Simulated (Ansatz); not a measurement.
A run for Ansatz (a first-principles code): R-CCSD(T)/aug-cc-pVTZ on NH3 (SMILES N).

Ansatz 0.2 input:
```yaml
crystal:
  periodic: [false, false, false]
  atoms:
    - {symbol: N, position_ang: [0.04998129, 1.58709323, 0.00000000]}
    - {symbol: H, position_ang: [-0.12296265, 2.16846018, 0.81105976]}
    - {symbol: H, position_ang: [-0.65988580, 0.86235298, 0.00000000]}
    - {symbol: H, position_ang: [-0.12296265, 2.16846018, -0.81105976]}
basis:
  gaussian:
    orbitals: aug-cc-pVTZ
magnetization: {spin_polarized: false}
correlation: {method: ccsd_t, electrons: outside_noble_gas}
scf: {lower_state_search: off}
```

The head of its log:

```
WARN ansatz: RAYON_NUM_THREADS=2 ignored (pool sized by the plan → 2); use --threads N
Functional definition: HF
these checks for a lower state are left out or cut short: stability, starts, cluster_reference, orbital_swaps, neighbouring_geometries, increment
integrals: 0.16 GiB planned
638 factors; integrals over basis functions are off by at most 7.2e-4 eV
mean field: 0.14 GiB planned
mean field evaluation 1: about -1527.8304 eV, gradient 3.2e1 eV
mean field evaluation 2: about -1527.8306 eV, gradient 3.2e1 eV
mean field evaluation 4: about -1529.8185 eV, gradient 1.6e0 eV
mean field evaluation 8: about -1529.8306 eV, gradient 7.5e-4 eV
mean field -1529.83055511 eV, -56.2202359440 hartree, gradient 1.1e-6 eV, S^2 0.000000; 0 other end points of the search recorded, 0 dependent functions left out
1 core orbitals not correlated
reference -1529.83055511 eV, -56.2202359440 hartree; 4, 4 occupied and 110, 110 virtual orbitals, 638 factors
```

Task: What total energy does the run end on?

Result: -56.4805 hartree (reference determinant -56.2202, T1 diagnostic 0.008).
